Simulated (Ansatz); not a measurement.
Ansatz (an electronic-structure program) input (MP2/cc-pV(T+d)Z): A basis named .json is the Basis Set Exchange file of that set (core-valence sets with the plain set on hydrogen).

Ansatz 0.2 input:
```yaml
crystal:
  periodic: [false, false, false]
  atoms:
    - {symbol: C, position_ang: [0.00819413, 0.01326082, -1.13371283]}
    - {symbol: Cl, position_ang: [-0.00477402, -0.00772595, 0.66051769]}
    - {symbol: H, position_ang: [0.01747178, 1.04777215, -1.46340501]}
    - {symbol: H, position_ang: [0.89974992, -0.50396843, -1.47517859]}
    - {symbol: H, position_ang: [-0.88522815, -0.49202752, -1.48794019]}
basis:
  gaussian:
    orbitals: cc-pV_T+d_Z.json
magnetization: {spin_polarized: false}
correlation: {method: mp2, electrons: outside_noble_gas}
accuracy: high
```

Output:

```
Functional definition: HF
integrals: 0.18 GiB planned
1872 factors; integrals over basis functions are off by at most 3.4e-9 eV
mean field: 0.44 GiB planned
mean field evaluation 1: about -13581.9091 eV, gradient 1.4e1 eV
mean field evaluation 2: about -13581.9116 eV, gradient 1.4e1 eV
mean field evaluation 4: about -13582.5222 eV, gradient 1.1e0 eV
mean field evaluation 8: about -13582.5270 eV, gradient 3.8e-5 eV
mean field evaluation 16: about -13582.5270 eV, gradient 1.5e-8 eV
mean field -13582.52698199 eV, -499.1486600205 hartree, gradient 1.5e-8 eV, S^2 0.000000; 0 other end points of the search recorded, 0 dependent functions left out
6 core orbitals not correlated
reference -13582.52698199 eV, -499.1486600205 hartree; 7, 7 occupied and 98, 98 virtual orbitals, 1872 factors
second order -10.15207306 eV of doubles, -0.00000000 eV of singles
Total energy: -13592.67905505 eV, -499.5217418242 hartree
```
